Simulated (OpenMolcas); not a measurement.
# A ladder of methods for BNH3 (SMILES B[NH])

BNH3: 5 atoms, total charge 0, spin state doublet. As SMILES, `B[NH]`. Geometry: relaxed at PBE0-D4/def2-TZVP.

```xyz
5

B    -0.3108   -0.3701   -0.0916
N     0.5312    0.6552   -0.0198
H    -0.4148   -1.1074    0.8625
H    -0.9641   -0.5731   -1.0819
H     1.2084    1.3217    0.2893
```

Quantity: the energy change with the B1–N2 bond stretched from 1.329 to 1.993 Å, in eV. The values are calculated.

```csv
level,kind,program,value (eV),CPU time (all runs)
ROHF/STO-3G,Hartree–Fock,OpenMolcas,5.06,6.4 s
USVWN5/STO-3G,LDA,OpenMolcas,4.75,11 s
UB3LYP/STO-3G,global hybrid,OpenMolcas,?,16 s
UM06-2X/STO-3G,hybrid meta-GGA,OpenMolcas,4.67,18 s
UPBE0/STO-3G,global hybrid,OpenMolcas,4.60,14 s
"CASPT2(3,3)/STO-3G",multireference,OpenMolcas,?,4.4 s
"CASSCF(3,3)/STO-3G",multireference,OpenMolcas,4.71,4.8 s
"MRCI(3,3)/STO-3G",multireference,OpenMolcas,4.53,5 s
FCI/STO-3G,exact in the basis,OpenMolcas,4.45,29 s
```

Question: Estimate the missing values from the other rows.

Answer: As computed at these levels: UB3LYP/STO-3G: 4.41 eV; CASPT2(3,3)/STO-3G: 4.85 eV. The first shape isn't each level's own minimum. The values span 4.41 to 5.06 eV. Spin contamination of the reference (⟨S²⟩ at least 0.1 too high) touches USVWN5/STO-3G, UB3LYP/STO-3G, UM06-2X/STO-3G, UPBE0/STO-3G. All rows use very small basis sets, so even the best lies far from the true value. CPU times are rough (shared hosts, several kinds of processor): they show what a rung costs within a factor of a few.
